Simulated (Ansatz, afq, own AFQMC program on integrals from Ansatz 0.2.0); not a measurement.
Two steps: Ansatz 0.2.0 writes the Fock matrix and Cholesky factors of the valence space, and afq projects on them the lowest state that overlaps trial and start.

```yaml
crystal:
  periodic: [false, false, false]
  atoms:
    - {symbol: C, position_ang: [-0.011769, 0.000000, 0.594637]}
    - {symbol: C, position_ang: [-0.025439, 0.000000, -0.833034]}
    - {symbol: H, position_ang: [1.109363, -0.000004, 0.611143]}
    - {symbol: H, position_ang: [-0.332990, 0.912927, 1.114803]}
    - {symbol: H, position_ang: [-0.332996, -0.912924, 1.114803]}
basis:
  gaussian: {orbitals: cc-pVDZ}
magnetization: {spin_polarized: true, initial_magnetization: 1}
correlation: {method: ccsd_t, electrons: outside_noble_gas, hamiltonian_folder: ham}
```

```sh
$ ansatz run in.yaml --threads 1 --pin off --events-out ev --progress --plain --max-ram 1382MiB
```

afq runs on the folder ham with

```
--method free --trial cisd --walkers 60 --time-step 0.03 --max-blocks 80 --target-error 0.0004 --factor-cut 1e-05 --seed 6860 --times 0,0.21,0.42,0.81,1.2,1.8,2.4,3 --taylor-order 8
```

Times are imaginary, in 1/Eh. The walk had a cap of 1706 s.

```
orbitals 41  electrons 6 5  factors 331 of 392
reference energy -77.33097311 Eh
CCSD correlation -0.26144849 Eh in 17 cycles, weight of the determinant in the CISD state 0.8658
repeat  energy at the last time / Eh  error
    10  -77.598272  0.002073
    20  -77.598364  0.001186
    30  -77.598644  0.001008
    40  -77.598630  0.000801
    50  -77.599238  0.000731
    60  -77.599876  0.000725
    70  -77.600206  0.000661
    80  -77.600242  0.000618
time / (1/Eh)  energy / Eh  error  mean overlap
  0.00  -77.592260  0.000180  1.1550
  0.21  -77.596328  0.000212  1.1615
  0.42  -77.598270  0.000230  1.1662
  0.81  -77.599584  0.000331  1.1673
  1.20  -77.600129  0.000297  1.1783
  1.80  -77.600550  0.000397  1.1966
  2.40  -77.600286  0.000557  1.2446
  3.00  -77.600242  0.000618  1.2774
energy -77.600242 +/- 0.000618 Eh
```

Problem. Estimate how long the walk took on 1 thread of Intel(R) Xeon(R) 6975P-C (Granite Rapids), on a shared host.

Solution. 4.8 min of wall time.

The run passed its tests (error under three times the target), which doesn't prove that it has relaxed.

Against this walk (error 16.8 meV) on the same determinant: CCSD(T) 12.8 meV higher (within the noise), the released energy of a separate walk with a CISD trial 10.3 ± 25.8 meV lower (within the noise). The error is statistical, and a free projection of finite length keeps a remainder of its start.

Cautions: remainder of the start not in the error; error above the target (16.8 against 10.9 meV); unrestricted determinant slightly spin contaminated (⟨S²⟩ 0.84 against 0.75).

A walk keeps the symmetry of its determinant, which the program's search chose and which needn't be the lowest solution, so a lower state of the same spin and another symmetry isn't excluded.
